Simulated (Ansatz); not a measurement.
**BH5O: up Jacob's ladder to CCSD(T)**

Aim: compute BH5O with functionals from several rungs and with coupled cluster. The yardstick is the atomisation energy at the CCSD(T) limit.

Computed with Ansatz 0.2.0, Gaussian basis. Level: functionals in def2-TZVPP, the program's frozen cores in correlated methods.

Plan: LDA (SPW92), PBE-D4, revPBE-D4, BLYP-D4, r2SCAN-D4, B97M-V, PBE0-D4, B3LYP-D4, r2SCANh-D4, r2SCAN0-D4, HSE06-D4, BHLYP-D4, CAM-B3LYP-D4, LC-ωPBE, ωB97X-V, ωB97M-V, B2PLYP, PBE-QIDH; CCSD(T)/def2-SVP; CCSD(T)/def2-TZVPP; CCSD(T)/def2-QZVPP; extrapolation to the limit; RPA on PBE.

## (1) The relaxed structure

All runs share one geometry, relaxed beforehand with PBE0-D4 in a triple-zeta def2 set.

SMILES `[BH3-][OH2+]`, 7 atoms, charge 0, spin multiplicity 1.

Atoms are counted from 1 here; the program's logs count them from 0.

Bond lengths: B1–O2 1.687 Å, B1–H3 1.204 Å, B1–H4 1.204 Å, B1–H5 1.210 Å, O2–H6 0.964 Å, O2–H7 0.964 Å. Angles: O2–B1–H3 102.0°, O2–B1–H4 102.0°, O2–B1–H5 103.6°, H3–B1–H4 115.8°, H3–B1–H5 115.2°, H4–B1–H5 115.2°, B1–O2–H6 108.5°, B1–O2–H7 108.5°, H6–O2–H7 107.3°.

## (2) LDA

This LDA is Slater exchange with PW92 correlation.

The input, in.yaml:

```yaml
crystal:
  periodic: [false, false, false]
  atoms:
    - {symbol: B, position_ang: [-0.312130, -0.547118, -0.345311]}
    - {symbol: O, position_ang: [0.364112, 0.563770, 0.729894]}
    - {symbol: H, position_ang: [0.294910, -1.552710, -0.080380]}
    - {symbol: H, position_ang: [-1.471841, -0.533979, -0.021528]}
    - {symbol: H, position_ang: [-0.074741, -0.072542, -1.433060]}
    - {symbol: H, position_ang: [-0.041890, 1.424190, 0.575337]}
    - {symbol: H, position_ang: [1.302880, 0.650389, 0.529247]}
basis:
  gaussian: {orbitals: def2-TZVPP}
hamiltonian: {xc: lda}
output: {orbitals: {seedname: orbitals}}
```

The run is started by

```sh
> ansatz run in.yaml --threads 4 --pin off --events-out ev --progress --plain --max-ram 10444MiB
```

After this run come: PBE-D4 (GGA); revPBE-D4 (GGA); BLYP-D4 (GGA); r2SCAN-D4 (meta-GGA); B97M-V (meta-GGA); B3LYP-D4 (hybrid); r2SCANh-D4 (hybrid); r2SCAN0-D4 (hybrid); HSE06-D4 (hybrid); BHLYP-D4 (hybrid); CAM-B3LYP-D4 (range-separated); LC-ωPBE (range-separated); ωB97X-V (range-separated); ωB97M-V (range-separated); B2PLYP (double hybrid); PBE-QIDH (double hybrid); CCSD(T) in def2-SVP; CCSD(T) in def2-TZVPP; CCSD(T) in def2-QZVPP; RPA on PBE orbitals.

Before running them: what should the planned runs give, taken together? Wanted: atomisation energy, CCSD(T)/CBS; farthest beyond LDA; mean size of error, GGA; mean size of error, meta-GGA; mean size of error, hybrid; mean size of error, range-separated; mean size of error, double hybrid; gap, smallest and largest; T1 diagnostic.

**Answer**, as computed:

```
                               quantity                                                      value
        atomisation energy, CCSD(T)/CBS                                              2210.1 kJ/mol
 functionals within 11.1 kJ/mol (0.5 %)  BLYP-D4, r2SCAN-D4, B97M-V, B3LYP-D4, r2SCANh-D4, ωB97X-V
                    farthest beyond LDA                                    BHLYP-D4 (-45.8 kJ/mol)
                mean size of error, GGA                                                16.2 kJ/mol
           mean size of error, meta-GGA                                                 3.7 kJ/mol
             mean size of error, hybrid                                                19.0 kJ/mol
    mean size of error, range-separated                                                13.2 kJ/mol
      mean size of error, double hybrid                                                18.7 kJ/mol
              gap, smallest and largest                      5.28 eV (BLYP-D4), 12.83 eV (LC-ωPBE)
                          T1 diagnostic                                                     0.0090
triples share of the correlation energy                                                      2.9 %
```

The LDA atomisation energy is off by 293.3 kJ/mol (13 %): it overbinds. PBE-D4 is off by +13.5 kJ/mol. Double hybrids carry the basis error of their MP2 part in triple zeta, and no dispersion term here, so their miss is partly the set-up's. Taken by rung, meta-GGA functionals do best (3.7 kJ/mol on average) and hybrid ones worst beyond LDA (19.0 kJ/mol). The mean of the hybrids holds BHLYP, with half exact exchange. Misses under about 11.1 kJ/mol are within the doubt on the reference itself, which lacks core-valence correlation, relativity and higher excitations. Hartree-Fock recovers 74 % of the binding; the rest is correlation. CCSD(T) in def2-SVP is off by -104.7 kJ/mol, worse than the median functional, from the basis alone. The gap grows from 5.3 to 12.8 eV across the functionals, mostly with the share of exact exchange.
